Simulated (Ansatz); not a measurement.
## Counterpoise correction, worked out

The pair of H$_{3}$O⁺ (SMILES [OH3+], atoms 1–4) and CH$_{4}$ (SMILES C, atoms 5–9), both closed shells, in one local arrangement (a lower one may exist), relaxed at PBE0-D4/def2-TZVP:

```xyz
9
angstrom
O 0.2945 0.0618 -1.6061
H -0.2629 0.7374 -2.0330
H 0.1819 -0.8152 -2.0155
H 0.2095 0.0490 -0.5920
C -0.0971 -0.0103 1.2131
H -1.1419 -0.2901 1.0833
H 0.1114 0.9958 0.8244
H 0.5863 -0.7882 0.8460
H 0.1182 0.0599 2.2797
```

Ansatz 0.2.0; basis: def2-TZVPPD; cores frozen in the correlated methods.

CCSD(T) total energies in eV:

| system | geometry | basis functions | energy |
| --- | --- | --- | --- |
| pair | pair | all | -3185.60301 |
| H$_{3}$O⁺ | as in the pair | all (partner as ghosts) | -2084.76460 |
| CH$_{4}$ | as in the pair | all (partner as ghosts) | -1100.37467 |
| H$_{3}$O⁺ | as in the pair | its own | -2084.75313 |
| CH$_{4}$ | as in the pair | its own | -1100.36200 |
| H$_{3}$O⁺ | free (PBE0-D4 minimum) | its own | -2084.79109 |
| CH$_{4}$ | free (PBE0-D4 minimum) | its own | -1100.41235 |

Question: Work out the interaction energy with and without the counterpoise correction, the superposition error, and the binding energy from the relaxed fragments.

Answer: Without correction: -3185.60301 − (-2084.75313) − (-1100.36200) = -0.48788 eV.
With correction (each fragment in the whole basis): -3185.60301 − (-2084.76460) − (-1100.37467) = -0.46374 eV = -10.69 kcal/mol.
The superposition error is the difference, 0.02414 eV, 5 % of the uncorrected value: each fragment borrows its partner's functions.
Deformation from the free shapes: 0.03796 eV for H$_{3}$O⁺ and 0.05035 eV for CH$_{4}$.
Binding energy from relaxed fragments: -0.46374 + 0.03796 + 0.05035 = -0.37543 eV = -8.66 kcal/mol (electronic, without zero-point energy; negative means bound). For comparison, the corrected interaction energy by CCSD(T) at an estimated basis limit (MP2 extrapolated from triple and quadruple zeta, plus CCSD(T) − MP2 in triple zeta) is -0.491 eV; triple zeta with the correction binds less.

The T1 diagnostic stays at or below 0.008.

For scale, one of the runs: CCSD(T)/def2-TZVPPD, 196 basis functions, launched by `ansatz run in.yaml --threads 2 --pin off --events-out ev --progress --plain --max-ram 5222MiB`. The run took 15 s on 2 CPU threads of an Intel Xeon 6975P-C (shared host), with 2.5 GiB of host memory at its peak.
